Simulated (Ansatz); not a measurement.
# N₂ (singlet): the correlation ladder at distance N1–N2 = 0.997 Å, cc-pVTZ

How much of the correlation energy of N₂ (singlet) does each wave-function method recover here?

Program: Ansatz 0.2.0, Gaussian basis. Level of theory: cc-pVTZ, core rule «outside noble gas», up to 2 orbitals frozen. These are calculated values, not measurements.

Plan: UHF; CCSD(T) on RHF; BCCD(T) on RHF; CISD; CCSDT(Q) on RHF; CASSCF and NEVPT2, 2 electrons in 2 orbitals; CASSCF and NEVPT2, 10 electrons in 8 orbitals.

10 further runs of the same task are left out: 8 that didn't finish, 2 set aside as unsound or not needed.

## Step 1: The geometry

The geometry derives from a PBE0/def2-TZVP stationary point (not a proven minimum). One bond is set to the value named and the two fragments are kept rigid.

2 atoms, charge 0, spin multiplicity 1.

Atoms are counted from 1 here; the program's logs count them from 0.

Bond lengths: N1–N2 0.997 Å.

As a file:

```xyz
2
N2
N     0.0000    0.0000    0.0000
N     0.0000    0.0000    0.9970
```

## Step 2: UHF

File in.yaml:

```yaml
crystal:
  periodic: [false, false, false]
  atoms:
    - {symbol: N, position_ang: [0.000000, 0.000000, 0.000000]}
    - {symbol: N, position_ang: [0.000000, 0.000000, 0.997000]}
basis:
  gaussian: {orbitals: cc-pVTZ}
magnetization: {spin_polarized: true, initial_magnetization: 0}
hamiltonian: {xc: hf}
output: {orbitals: {seedname: orbitals}}
```

Started as:

```bash
ansatz run in.yaml --threads 1 --pin off --events-out ev --progress --plain --max-ram 2393MiB
```

Further steps of the session: CCSD(T) on RHF; BCCD(T) on RHF; CISD; CCSDT(Q) on RHF; CASSCF and NEVPT2, 2 electrons in 2 orbitals; CASSCF and NEVPT2, 10 electrons in 8 orbitals.

**Question.** What will the summary of the whole plan be? Wanted: RCCSDT(Q) below the RHF energy; RMP2 from RCCSDT(Q); RCCSD from RCCSDT(Q); RCCSD(T) from RCCSDT(Q); NEVPT2 pair from RCCSDT(Q); NEVPT2 valence from RCCSDT(Q); T1 diagnostic; effectively unpaired electrons.

The runs gave:

| quantity | value |
| --- | --- |
| RCCSDT(Q) below the RHF energy | -10.0686 eV |
| RMP2 from RCCSDT(Q) | +573.6 meV |
| RCCSD from RCCSDT(Q) | +438.5 meV |
| RCCSD(T) from RCCSDT(Q) | +28.8 meV |
| NEVPT2 pair from RCCSDT(Q) | +597.3 meV |
| NEVPT2 valence from RCCSDT(Q) | +1119.0 meV |
| levels within 1 kcal/mol (43 meV) | RCCSD(T), BCCD(T), RCCSDT |
| T1 diagnostic | 0.010 |
| effectively unpaired electrons | 0.03 |

In words: RCCSD(T) misses by +28.8 meV, 0.3 % of the correlation energy. One determinant dominates. Of the multireference levels listed NEVPT2 pair comes nearest in total energy (+597.3 meV), which doesn't show that its space is the better one. These misses are within one basis, not against nature.
